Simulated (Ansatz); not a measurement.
# CH₃OSi− (SMILES C1O[SiH-]1): single points off equilibrium

The task here is to estimate one member of a computed series from the others.

Computed with Ansatz 0.2.0, Gaussian basis. Level: single points in def2-TZVPPD.

Cores are frozen in the correlated methods.

### The starting structure

SMILES `C1O[SiH-]1`, 6 atoms, charge -1, spin multiplicity 1.

Atoms are counted from 1 here; the program's logs count them from 0.

Bond lengths: C1–O2 1.439 Å, C1–Si3 1.857 Å, C1–H4 1.137 Å, C1–H5 1.112 Å, O2–Si3 1.768 Å, Si3–H6 1.606 Å. Angles: O2–C1–Si3 63.4°, O2–C1–H4 119.7°, O2–C1–H5 111.7°, Si3–C1–H4 120.9°, Si3–C1–H5 127.6°, H4–C1–H5 106.7°, C1–O2–Si3 69.9°, C1–Si3–O2 46.7°, C1–Si3–H6 99.0°, O2–Si3–H6 102.8°.

Coordinates:

```
C     0.0415   -0.1601   -0.6044
O    -0.9708   -0.5810    0.3282
Si   -0.3500    1.0115    0.7820
H    -0.2480    0.0865   -1.6758
H     0.8779   -0.8903   -0.6605
H     0.8660    0.6516    1.7672
```

Set-up of the first run:

File run/in.yaml:

```yaml
crystal:
  periodic: [false, false, false]
  atoms:
    - {symbol: C, position_ang: [0.041486, -0.160060, -0.604403]}
    - {symbol: O, position_ang: [-0.970787, -0.580953, 0.328183]}
    - {symbol: Si, position_ang: [-0.350007, 1.011544, 0.781971]}
    - {symbol: H, position_ang: [-0.247993, 0.086533, -1.675770]}
    - {symbol: H, position_ang: [0.877939, -0.890297, -0.660451]}
    - {symbol: H, position_ang: [0.866023, 0.651606, 1.767186]}
basis:
  gaussian: {orbitals: "def2-TZVPPD.json"}
total_charge: -1
hamiltonian: {xc: pbe, dispersion: d4}
output: {forces: true}
```

The basis file named in the input lies beside it (Basis Set Exchange, JSON).

Run with:

```sh
$ ansatz run in.yaml --threads 2 --pin off --events-out ev --progress --plain --max-ram 3481MiB
```

Among the steps run: PBE-D4/def2-TZVPPD; r2SCAN-D4/def2-TZVPPD; PBE0-D4/def2-TZVPPD; wB97M-V/def2-TZVPPD; CCSD(T)/def2-TZVPPD.

One table of the session follows, with a row left open; its other results are not shown here.

```
   method  RMS force component (eV/Å)  angle to CCSD(T) forces (°)
   PBE-D4                       0.550                         16.3
r2SCAN-D4                       0.539                          9.7
  PBE0-D4                       0.522                         21.2
  wB97M-V                           ?                            ?
  CCSD(T)                       0.646                    reference
```

**Question.** Estimate the row for wB97M-V.

As computed: RMS force component (eV/Å): 0.570; angle to CCSD(T) forces (°): 12.8. In the column «RMS force component (eV/Å)» it lies between PBE-D4 (0.550) and CCSD(T) (0.646).
